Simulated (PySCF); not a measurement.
**Shieldings and the share of exact exchange**

Molecule: `CCCC(F)F`, C4H8F2.

Geometry:
| atom | x (Å) | y (Å) | z (Å) |
| --- | --- | --- | --- |
| C1 | 1.890 | 0.388 | -0.226 |
| C2 | 0.457 | 0.630 | 0.218 |
| C3 | -0.407 | -0.619 | 0.138 |
| C4 | -1.845 | -0.374 | 0.510 |
| F5 | -2.404 | 0.522 | -0.341 |
| F6 | -2.555 | -1.522 | 0.415 |
| H7 | 2.491 | 1.307 | -0.164 |
| H8 | 2.382 | -0.375 | 0.398 |
| H9 | 1.929 | 0.034 | -1.269 |
| H10 | -0.001 | 1.418 | -0.403 |
| H11 | 0.449 | 1.015 | 1.253 |
| H12 | -0.019 | -1.408 | 0.802 |
| H13 | -0.404 | -1.032 | -0.885 |
| H14 | -1.967 | 0.019 | 1.536 |

GIAO shieldings (ppm, equivalent atoms averaged) in PySCF on the PBE0-D3(BJ)/def2-SVP geometry, basis pcSseg-1, gas phase, non-relativistic:

```csv
functional,exact exchange (%),σ(C4),σ(F5/F6)
BLYP,0,48.8,289.2
BP86,0,54.6,292.6
PBE,0,54.9,290.7
B3LYP,20,56.7,304.8
PBE0,25,64.2,309.7
mPW1PW91,25,63.4,310.4
HF,100,84.8,349.0
```

Q: Fit each shielding as a line in the percentage of exact exchange.

A: σ(C4) = 53.2 + 0.32 x (rms 2.6 ppm); σ(F5/F6) = 292.5 + 0.58 x (rms 2.3 ppm). The functionals also differ in their semilocal parts, which the line can't hold; Hartree–Fock has no correlation at all.

Q: What does the line predict for BHandHLYP (50 %), and what does the run give?

A: σ(C4): 69.2 predicted, 67.4 computed; σ(F5/F6): 321.5 predicted, 323.4 computed ppm.
